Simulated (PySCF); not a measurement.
# CH3, SMILES `[CH3]` (charge 0, multiplicity 2)

Calculation: ωB97X-D3(BJ)/def2-TZVP // B3LYP-D3(BJ)/def2-TZVP in PySCF 2.14.0.

```yaml
highest_occupied_spin_orbital: -9.18 eV
dipole_moment: 0.00 D
total_energy: -1085.05 eV
cost: very roughly 13 core-seconds
```

```xyz
4

C      0.0000     0.0000     0.0001
H      1.0517    -0.2414    -0.0020
H     -0.7349    -0.7901     0.0007
H     -0.3168     1.0315     0.0013
```
Charge 0, spin multiplicity 2.
